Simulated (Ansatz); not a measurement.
# N₂ (singlet): the correlation ladder at distance N1–N2 = 0.997 Å, cc-pVTZ

One table from this session's results is given with a row withheld; the runs are named, their logs left out.

Program: Ansatz 0.2.0, Gaussian basis. Level of theory: cc-pVTZ, core rule «outside noble gas», up to 2 orbitals frozen. These are calculated values, not measurements.

Plan: UHF; CCSD(T) on RHF; BCCD(T) on RHF; CISD; CCSDT(Q) on RHF; CASSCF and NEVPT2, 2 electrons in 2 orbitals; CASSCF and NEVPT2, 10 electrons in 8 orbitals.

10 further runs of the same task are left out: 8 that didn't finish, 2 set aside as unsound or not needed.

## The geometry

The geometry derives from a PBE0/def2-TZVP stationary point (not a proven minimum). One bond is set to the value named and the two fragments are kept rigid.

2 atoms, charge 0, spin multiplicity 1.

Atoms are counted from 1 here; the program's logs count them from 0.

Bond lengths: N1–N2 0.997 Å.

As a file:

```xyz
2
N2
N     0.0000    0.0000    0.0000
N     0.0000    0.0000    0.9970
```

The first run:

File in.yaml:

```yaml
crystal:
  periodic: [false, false, false]
  atoms:
    - {symbol: N, position_ang: [0.000000, 0.000000, 0.000000]}
    - {symbol: N, position_ang: [0.000000, 0.000000, 0.997000]}
basis:
  gaussian: {orbitals: cc-pVTZ}
magnetization: {spin_polarized: true, initial_magnetization: 0}
hamiltonian: {xc: hf}
output: {orbitals: {seedname: orbitals}}
```

Started as:

```bash
ansatz run in.yaml --threads 1 --pin off --events-out ev --progress --plain --max-ram 2393MiB
```

Steps of the session up to this table: UHF; CCSD(T) on RHF; BCCD(T) on RHF; CISD; CCSDT(Q) on RHF; CASSCF and NEVPT2, 2 electrons in 2 orbitals; CASSCF and NEVPT2, 10 electrons in 8 orbitals.

One table of the session follows, with a row left open; its other results are not shown here.

```
        method  from RCCSDT(Q) (meV)
           RHF              +10068.6
          RMP2                +573.6
          CISD               +1030.9
         RCCSD                     ?
      RCCSD(T)                 +28.8
       BCCD(T)                 +27.6
        RCCSDT                 +29.5
     RCCSDT(Q)                     0
   CASSCF pair               +9385.1
   NEVPT2 pair                +597.3
CASSCF valence               +6656.0
NEVPT2 valence               +1119.0
```

Q: Estimate the row for RCCSD from the others.

**Answer.** from RCCSDT(Q) (meV): +438.5. In the column «from RCCSDT(Q) (meV)» it lies between RCCSDT (+29.5) and RMP2 (+573.6).
